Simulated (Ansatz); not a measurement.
Input file:

```yaml
crystal:
  periodic: [false, false, false]
  atoms:
    - {symbol: B, position_ang: [0.000000, 0.036039, 0.847010]}
    - {symbol: C, position_ang: [0.000000, -0.169338, -0.520609]}
    - {symbol: H, position_ang: [0.000000, 1.631289, -2.881267]}
basis:
  gaussian: {orbitals: cc-pVDZ}
magnetization: {spin_polarized: true, initial_magnetization: 0}
correlation: {method: ccsd_t, electrons: outside_noble_gas}
scf: {lower_state_search: off}
```

```sh
$ ansatz run in.yaml --threads 1 --pin off --events-out ev --progress --plain --max-ram 2393MiB
```

The program prints:

```
these checks for a lower state are left out or cut short: stability, starts, cluster_reference, orbital_swaps, neighbouring_geometries, increment
312 factors; integrals over basis functions are off by at most 7.3e-4 eV
mean field evaluation 1: about -1698.5412 eV, gradient 1.9e1 eV
mean field evaluation 2: about -1698.5442 eV, gradient 1.9e1 eV
mean field evaluation 4: about -1702.5922 eV, gradient 3.2e0 eV
mean field evaluation 8: about -1702.9813 eV, gradient 8.3e-1 eV
mean field evaluation 16: about -1704.8463 eV, gradient 5.8e0 eV
mean field -1708.61383053 eV, -62.7904001318 hartree, gradient 1.3e-6 eV, S^2 2.162383; 0 other end points of the search recorded, 0 dependent functions left out
2 core orbitals not correlated: weight in the atoms' cores, before any rotation towards them, 1.000 or more for the frozen orbitals, at most 0.000 for the correlated occupied ones
reference -1708.61383053 eV, -62.7904001318 hartree; 4, 4 occupied and 27, 27 virtual orbitals, 312 factors
second order -3.19621756 eV of doubles, -0.00000000 eV of singles
cycle   1  -3.64212204 eV  change   -4.5e-1 eV  update   8.5e-2
cycle   2  -3.99342346 eV  change   -3.5e-1 eV  update   5.4e-2
cycle   3  -4.15745756 eV  change   -1.6e-1 eV  update   3.6e-2
cycle   4  -4.22918642 eV  change   -7.2e-2 eV  update   2.2e-2
cycle   5  -4.26423852 eV  change   -3.5e-2 eV  update   1.4e-2
cycle   6  -4.30785555 eV  change   -4.4e-2 eV  update   1.1e-2
cycle   7  -4.33002706 eV  change   -2.2e-2 eV  update   7.2e-3
cycle   8  -4.34423694 eV  change   -1.4e-2 eV  update   5.2e-3
cycle   9  -4.34970721 eV  change   -5.5e-3 eV  update   3.7e-3
cycle  10  -4.35468590 eV  change   -5.0e-3 eV  update   2.5e-3
cycle  11  -4.35764829 eV  change   -3.0e-3 eV  update   1.7e-3
cycle  12  -4.35861075 eV  change   -9.6e-4 eV  update   1.1e-3
cycle  13  -4.35900647 eV  change   -4.0e-4 eV  update   6.1e-4
cycle  14  -4.35891729 eV  change    8.9e-5 eV  update   3.2e-4
cycle  15  -4.35940186 eV  change   -4.8e-4 eV  update   1.7e-4
cycle  16  -4.35930675 eV  change    9.5e-5 eV  update   9.8e-5
cycle  17  -4.35925343 eV  change    5.3e-5 eV  update   7.1e-5
cycle  18  -4.35916826 eV  change    8.5e-5 eV  update   5.2e-5
cycle  19  -4.35918241 eV  change   -1.4e-5 eV  update   4.0e-5
cycle  20  -4.35921582 eV  change   -3.3e-5 eV  update   3.0e-5
cycle  21  -4.35921427 eV  change    1.6e-6 eV  update   2.1e-5
cycle  22  -4.35921918 eV  change   -4.9e-6 eV  update   1.5e-5
cycle  23  -4.35922789 eV  change   -8.7e-6 eV  update   9.1e-6
cycle  24  -4.35923461 eV  change   -6.7e-6 eV  update   5.8e-6
perturbative correction -0.30490414 eV, -0.0112050206 hartree
Total energy: -1713.27796927 eV, -62.9618040693 hartree
Checks for a lower state left out: stability, starts, cluster_reference, orbital_swaps, neighbouring_geometries, increment
```

Ran on 1 thread of Intel Xeon 6975P-C, shared host: 0.6 s wall, 0.18 GiB peak host memory.
